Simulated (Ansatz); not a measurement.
# CO₂ (singlet): the correlation ladder, cc-pVTZ

Aim: climb from Hartree-Fock through coupled cluster and multireference methods for CO₂ (singlet) at one geometry and basis, and see what each rung misses.

Computed with Ansatz 0.2.0, Gaussian basis. Level: cc-pVTZ, core rule «outside noble gas», up to 3 orbitals frozen.

The runs, in order: UHF; CCSD(T) on RHF; BCCD(T) on RHF; CISD; CCSDT(Q) on RHF; CASSCF and MRCISD+Q, 16 electrons in 12 orbitals; CASSCF and NEVPT4(SD), 16 electrons in 12 orbitals; CASSCF and NEVPT2, 16 electrons in 12 orbitals.

9 further runs of the same task are left out: 9 set aside as unsound or not needed.

### Step 1. The geometry

The geometry is an MP2(full)/6-31G* stationary point (not a proven minimum).

3 atoms, charge 0, spin multiplicity 1.

Atoms are counted from 1 here; the program's logs count them from 0.

Bond lengths: C1–O2 1.179 Å, C1–O3 1.179 Å. Angles: O2–C1–O3 180.0°.

### Step 2. UHF

Input file in.yaml:

```yaml
crystal:
  periodic: [false, false, false]
  atoms:
    - {symbol: C, position_ang: [0.000000, 0.000000, 0.000000]}
    - {symbol: O, position_ang: [0.000000, 0.000000, -1.178658]}
    - {symbol: O, position_ang: [0.000000, 0.000000, 1.178658]}
basis:
  gaussian: {orbitals: cc-pVTZ}
magnetization: {spin_polarized: true, initial_magnetization: 0}
hamiltonian: {xc: hf}
output: {orbitals: {seedname: orbitals}}
```

Run with:

```bash
$ ansatz run in.yaml --threads 1 --pin off --events-out ev --progress --plain --max-ram 3956MiB --backend cpu
```

Further steps of the session: CCSD(T) on RHF; BCCD(T) on RHF; CISD; CCSDT(Q) on RHF; CASSCF and MRCISD+Q, 16 electrons in 12 orbitals; CASSCF and NEVPT4(SD), 16 electrons in 12 orbitals; CASSCF and NEVPT2, 16 electrons in 12 orbitals.

Before running them: what should the planned runs give, taken together? Wanted: RCCSDT(Q) below the RHF energy; RMP2 from RCCSDT(Q); RCCSD from RCCSDT(Q); RCCSD(T) from RCCSDT(Q); NEVPT2 valence from RCCSDT(Q); NEVPT4(SD) valence from RCCSDT(Q); MRCISD+Q valence from RCCSDT(Q); T1 diagnostic; effectively unpaired electrons.

**Answer**, as computed:

```
                         quantity          value
   RCCSDT(Q) below the RHF energy    -17.0539 eV
              RMP2 from RCCSDT(Q)   +53.8 kJ/mol
             RCCSD from RCCSDT(Q)   +82.4 kJ/mol
          RCCSD(T) from RCCSDT(Q)    +5.0 kJ/mol
    NEVPT2 valence from RCCSDT(Q)  +167.2 kJ/mol
NEVPT4(SD) valence from RCCSDT(Q)   +15.1 kJ/mol
  MRCISD+Q valence from RCCSDT(Q)   +16.6 kJ/mol
levels within 1 kcal/mol (43 meV)        BCCD(T)
                    T1 diagnostic          0.019
   effectively unpaired electrons           0.06
```

RCCSD(T) misses by +5.0 kJ/mol, 0.3 % of the correlation energy. One determinant dominates. Of the multireference levels listed NEVPT4(SD) valence comes nearest in total energy (+15.1 kJ/mol), which doesn't show that its space is the better one. These misses are within one basis, not against nature.
